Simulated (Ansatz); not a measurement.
Input file:

```yaml
crystal:
  periodic: [false, false, false]
  atoms:
    - {symbol: Al, position_ang: [0.000000, 0.000000, -0.102095]}
    - {symbol: H, position_ang: [0.000000, 0.899579, 1.366496]}
    - {symbol: H, position_ang: [0.000000, -0.899579, 1.366496]}
basis:
  gaussian: {orbitals: aug-cc-pVTZ}
total_charge: 1
magnetization: {spin_polarized: false, initial_magnetization: 4}
correlation: {method: bccd_t, electrons: outside_noble_gas}
```

```sh
$ ansatz run in.yaml --threads 1 --pin off --events-out ev --progress --plain --max-ram 2393MiB
```

Output:

```
546 factors; integrals over basis functions are off by at most 1.5e-3 eV
mean field evaluation 1: about -6597.8388 eV, gradient 7.8e0 eV
mean field evaluation 2: about -6597.8427 eV, gradient 7.8e0 eV
mean field evaluation 4: about -6598.7777 eV, gradient 7.0e-1 eV
mean field evaluation 8: about -6598.7853 eV, gradient 7.4e-4 eV
mean field evaluation 16: about -6598.7853 eV, gradient 2.6e-6 eV
mean field evaluation 32: about -6596.6546 eV, gradient 4.0e-1 eV
mean field -6598.78534806 eV, -242.5008887237 hartree, gradient 2.6e-6 eV, S^2 6.000000; 1 other end points of the search recorded, 0 dependent functions left out
determinant -6598.78534806 eV, -242.5008887237 hartree, with singles and doubles -6599.22736181 eV, -242.5171324296 hartree
determinant -6596.65816910 eV, -242.4227163389 hartree, with singles and doubles -6596.96729824 eV, -242.4340766254 hartree
5 core orbitals not correlated: weight in the atoms' cores, before any rotation towards them, 1.000 or more for the frozen orbitals, at most 0.000 for the correlated occupied ones
reference -6598.78534806 eV, -242.5008887237 hartree; 4, 0 occupied and 87, 91 virtual orbitals, 546 factors
second order -0.29822535 eV of doubles, -0.00000003 eV of singles
cycle   1  -0.44808426 eV  change   -5.6e-2 eV  update   1.1e-2
cycle   2  -0.45245067 eV  change   -4.4e-3 eV  update   4.4e-3
cycle   3  -0.45375850 eV  change   -1.3e-3 eV  update   1.2e-3
cycle   4  -0.45389090 eV  change   -1.3e-4 eV  update   3.2e-4
cycle   5  -0.45389335 eV  change   -2.4e-6 eV  update   6.9e-5
cycle   6  -0.45389122 eV  change    2.1e-6 eV  update   1.4e-5
cycle   7  -0.45388891 eV  change    2.3e-6 eV  update   3.2e-6
perturbative correction -0.00524359 eV, -0.0001926985 hartree
Total energy: -6599.24448056 eV, -242.5177615321 hartree
```

For the same geometry and basis UCCSDT(Q) lies 4.9 meV lower.

Ran on 1 thread of Arm Neoverse V1, shared host: 3.2 s wall, 0.49 GiB peak host memory.
